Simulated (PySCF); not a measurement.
## Group charges in valeronitrile

Compound: valeronitrile, C₅H₉N.
Numbering: `[CH3:1][CH2:2][CH2:3][CH2:4][C:5]#[N:6]` (hydrogens: H7, H8, H9 on C1; H10, H11 on C2; H12, H13 on C3; H14, H15 on C4)

Cartesian coordinates in Å at the GFN2-xTB level; atoms count from 1:
```xyz
15
C5H9N angstrom
C     -2.0577   -0.4330   -0.2522
C     -0.6066   -0.5686    0.1915
C      0.1558    0.7435    0.0219
C      1.6299    0.6076    0.4259
C      2.3277   -0.2997   -0.4492
N      2.8711   -1.0148   -1.1565
H     -2.5845   -1.3753   -0.1251
H     -2.1108   -0.1502   -1.3012
H     -2.5677    0.3282    0.3350
H     -0.5749   -0.8740    1.2405
H     -0.1157   -1.3476   -0.3964
H     -0.3057    1.5180    0.6391
H      0.0969    1.0642   -1.0208
H      1.7089    0.2298    1.4496
H      2.1289    1.5799    0.3760
```

Atomic charges (e) from the PBE0/pcSseg-1 density (PySCF):

| atom | Mulliken | IAO | Hirshfeld | ESP-fitted |
| --- | --- | --- | --- | --- |
| C1 | -0.2613 | -0.4163 | -0.1143 | -0.4080 |
| C2 | -0.2937 | -0.2513 | -0.0649 | +0.2214 |
| C3 | -0.2482 | -0.2418 | -0.0555 | +0.0513 |
| C4 | -0.1915 | -0.2971 | -0.0389 | -0.3429 |
| C5 | +0.0457 | +0.1412 | +0.0883 | +0.3828 |
| N6 | -0.2522 | -0.2567 | -0.2352 | -0.4801 |
| H7 | +0.1212 | +0.1458 | +0.0442 | +0.1036 |
| H8 | +0.1126 | +0.1391 | +0.0416 | +0.0953 |
| H9 | +0.1078 | +0.1356 | +0.0391 | +0.0889 |
| H10 | +0.1165 | +0.1289 | +0.0374 | -0.0262 |
| H11 | +0.1453 | +0.1412 | +0.0374 | -0.0070 |
| H12 | +0.1282 | +0.1380 | +0.0450 | +0.0178 |
| H13 | +0.1341 | +0.1410 | +0.0436 | +0.0265 |
| H14 | +0.1653 | +0.1737 | +0.0652 | +0.1288 |
| H15 | +0.1702 | +0.1786 | +0.0673 | +0.1477 |

**Question.** Cut each of the bonds C1–C2, C2–C3, C4–C3 and C5–C4 in turn and sum the charges on the side of the atom named first.

**Answer.** In e; the other side holds the opposite charge:

| bond cut | piece | atoms | Mulliken | IAO | Hirshfeld | ESP-fitted |
| --- | --- | --- | --- | --- | --- | --- |
| C1–C2 | CH3 | 4 | +0.080 | +0.004 | +0.011 | -0.120 |
| C2–C3 | C2H5 | 7 | +0.048 | +0.023 | +0.020 | +0.068 |
| C4–C3 | C2H2N | 5 | -0.063 | -0.060 | -0.053 | -0.164 |
| C5–C4 | CN | 2 | -0.206 | -0.115 | -0.147 | -0.097 |

Extremes among these pieces. Mulliken: lowest CN at C5, highest CH3 at C1; IAO: lowest CN at C5, highest C2H5 at C2; Hirshfeld: lowest CN at C5, highest C2H5 at C2; ESP-fitted: lowest C2H2N at C4, highest C2H5 at C2.

**Question.** Do the schemes agree better on the pieces than on the single atoms at the cuts?

**Answer.** The spread between schemes averages 0.117 e for the pieces and 0.365 e for the atoms named first; it is smaller for the piece at 4 of the 4 cuts. On average they agree better on the pieces. The sign differs between schemes (beyond ±0.03 e) for CH3 at C1.

The structure is a single GFN2-xTB conformer in the gas phase; no vibrational or solvent corrections.
